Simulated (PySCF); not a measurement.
C6H11 (doublet state).
Geometry (GFN2-xTB, Å), atoms numbered from 1 in this order:
```xyz
17
C6H11 angstrom
C      0.8678    0.1571    1.6099
C      0.6965    0.5220    0.1909
C      1.6489   -0.2459   -0.7257
C     -0.7680    0.2784   -0.1709
C     -1.6121    1.2860   -0.3272
C     -1.1998   -1.1506   -0.2928
H      1.2420   -0.8098    1.8868
H      0.4517    0.7816    2.3764
H      0.8736    1.5985    0.0698
H      2.6752    0.0489   -0.5182
H      1.5632   -1.3173   -0.5650
H      1.4309   -0.0284   -1.7690
H     -2.6534    1.1227   -0.5523
H     -1.3024    2.3140   -0.2420
H     -0.8604   -1.7270    0.5654
H     -0.7776   -1.5998   -1.1912
H     -2.2832   -1.2184   -0.3548
```

The hyperfine couplings belong to this conformer and change with its torsions.

Identity: `[CH2][C@@H](C)C(=C)C` [radical].

Computed with PySCF 2.14.0, UKS B3LYP, pcH-1 on C H, non-relativistic, mean-field spin-orbit, GIAO. One conformer (not necessarily the lowest) at the GFN2-xTB geometry, without solvent, vibrations or thermal averaging. Couplings are sensitive to structure, and on GFN2-xTB geometries they can be far from those on DFT ones. Stability of the SCF solution: not tested.

The largest Mulliken spin populations are on C1 (+1.07) and C2 (-0.08). C1 is the only atom above +0.15. The positive populations add up to 1.17 and the negative ones to -0.17, together 2S = 1. The angles at C1 add up to 359.0°, so it is planar; its axial dipolar tensor and the negative couplings of its protons fit spin in a p orbital normal to that plane.

Q: McConnell's relation a(H) = Q·ρ ties the coupling of a proton on a planar π carbon to the spin population of that carbon. What Q do the computed values give?

A: 
```csv
H,C,ρ(C),a(H) (G),a/ρ (G)
H7,C1,+1.067,-22.20,-20.8
H8,C1,+1.067,-21.54,-20.2
```

These protons share one ρ (within 0.01), so their mean ratio, Q = -20.5 G, is no test of linearity. In McConnell's picture π spin on carbon polarises the C–H bond and leaves opposite spin at the proton, which makes Q negative, as found here.

Couplings in gauss use g_iso = 2.0026.
